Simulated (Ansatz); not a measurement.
Cost and result for the atomization energy of `CCC(C)(C)C` (20 atoms, 19 bonds).

```
atom   x (Å)   y (Å)   z (Å)
  C1  -1.393  -0.676  -1.500
  C2  -0.579   0.477  -0.937
  C3   0.285   0.167   0.295
  C4   1.317  -0.911  -0.027
  C5  -0.585  -0.292   1.462
  C6   1.013   1.447   0.694
  H7  -2.105  -1.067  -0.769
  H8  -1.968  -0.349  -2.369
  H9  -0.759  -1.504  -1.824
 H10   0.081   0.866  -1.723
 H11  -1.255   1.300  -0.677
 H12   0.845  -1.866  -0.269
 H13   1.941  -0.617  -0.876
 H14   1.977  -1.079   0.829
 H15  -1.089  -1.237   1.246
 H16  -1.350   0.453   1.699
 H17   0.023  -0.443   2.359
 H18   0.304   2.243   0.937
 H19   1.646   1.282   1.570
 H20   1.652   1.805  -0.119
```

Charge 0, multiplicity 1. All single points use the PBE0-D4/def2-TZVP geometry. Program: Ansatz. All runs use 2 threads of an AMD EPYC 7R13 on a shared host and a share of an NVIDIA H100 80 GB. Times are those of one run each, without the atoms' runs, and a repeat can differ threefold. Electronic energies, without spin–orbit coupling; frozen cores. CCSD(T)/CBS adds CCSD(T) − MP2 in def2-TZVPP to the MP2 limit, and its time is that of the two runs behind it. T1 = 0.008.

CCSD(T)/CBS is a level of theory with its own doubt, some kJ/mol a heavy atom from the limit and from the frozen cores, so smaller differences don't rank the functionals.

| level | functions | wall time | atomization (kcal/mol) | difference from CCSD(T)/CBS | per bond |
| --- | --- | --- | --- | --- | --- |
| PBE0-D4/def2-TZVPP | 382 | 1.9 s | 1904.0 | 11.2 | 0.6 |
| BHLYP-D4/def2-TZVPP | 382 | 2 s | 1857.4 | -35.4 | -1.9 |
| BLYP-D4/def2-TZVPP | 382 | 2.3 s | 1879.8 | -13.0 | -0.7 |
| revPBE-D4/def2-TZVPP | 382 | 2.5 s | 1884.9 | -7.9 | -0.4 |
| B97M-V/def2-TZVPP | 382 | 2.7 s | 1895.7 | 2.9 | 0.1 |
| CCSD(T)/def2-SVP | 154 | 3.3 s | 1828.3 | -64.5 | -3.4 |
| CAM-B3LYP-D4/def2-TZVPP | 382 | 3.4 s | 1901.4 | 8.6 | 0.4 |
| PBE-QIDH/def2-TZVPP | 382 | 4.1 s | 1891.8 | -1.0 | -0.1 |
| r2SCANh-D4/def2-TZVPP | 382 | 4.2 s | 1890.1 | -2.7 | -0.1 |
| MP2/def2-QZVPP | 762 | 4.4 s | 1890.7 | -2.1 | -0.1 |
| ωB97M-V/def2-TZVPP (with forces) | 382 | 8 s | 1897.0 | 4.2 | 0.2 |
| CCSD(T)/def2-TZVPP | 382 | 11 s | 1856.0 | -36.8 | -1.9 |
| CCSD(T)/CBS(def2) | – | 15 s | 1892.8 | 0.0 | 0.0 |

From PBE to PBE0 (25 % exact exchange), in def2-TZVPP and without D4, the atomization energy moves by −14.9 kcal/mol: exact exchange takes away binding that semilocal exchange gives to molecules. The D4 term adds +15.9 kcal/mol with B3LYP and +8.5 kcal/mol with PBE0; it sums over pairs of atoms, weighted by their polarisabilities, and B3LYP, whose exchange is more repulsive, gets the larger term. In def2-TZVPP, CCSD(T) changes the Hartree–Fock value by +412.4 kcal/mol (the triples alone add +20.4 kcal/mol) and MP2 by +425.6 kcal/mol; breaking electron pairs costs correlation energy, which Hartree–Fock lacks.

B3LYP here is the variant with VWN-RPA as its local correlation; programs differ in this.
